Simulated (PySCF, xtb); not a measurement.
N2, SMILES N#N (connectivity only; charge and spin as stated), charge +1, multiplicity 2.

Harmonic wavenumbers (cm⁻¹) from GFN2-xTB in xtb 6.7.1 at its own minimum, in rising order: 2554.

Question: What does B3LYP-D3(BJ)/def2-TZVPD in PySCF give at its own minimum? (Estimate from the structure and the level; the computed values follow.)

Answer: 2334. Paired by order, the mean absolute difference is 221 cm⁻¹ and the zero-point energies are 3.7 and 3.3 kcal/mol.
